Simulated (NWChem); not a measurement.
# Run times for BSiH5 (boranylsilane)

BSiH5: 7 atoms, total charge 0, spin state singlet. As SMILES, `B[SiH3]`. The coordinates come from a PBE0-D4/def2-TZVP relaxation.

```xyz
7

B    -0.0432   -1.1890    0.2043
Si    0.0891    0.7853   -0.1485
H    -1.1260   -1.6906    0.2901
H     0.9064   -1.9025    0.3354
H    -0.6160    1.0934   -1.4272
H    -0.6236    1.5167    0.9396
H     1.4745    1.3188   -0.2395
```

Program: NWChem 7.3.0. Hardware: 1 thread of Intel Xeon at 2.30GHz, shared host, so times are rough. Two-electron integrals are exact unless an approximation is named.

Estimate their order by wall time, quickest first.
A. gradient at B3LYP/6-31G* (spherical functions), grid xfine
B. gradient at HF/STO-3G
C. energy at CCSD(T)/def2-TZVP, 6 core orbitals frozen
D. energy of the triplet at UMP2/def2-TZVP, 6 core orbitals frozen

B (1 s), A (12 s), D (41 s), C (2.4 min).
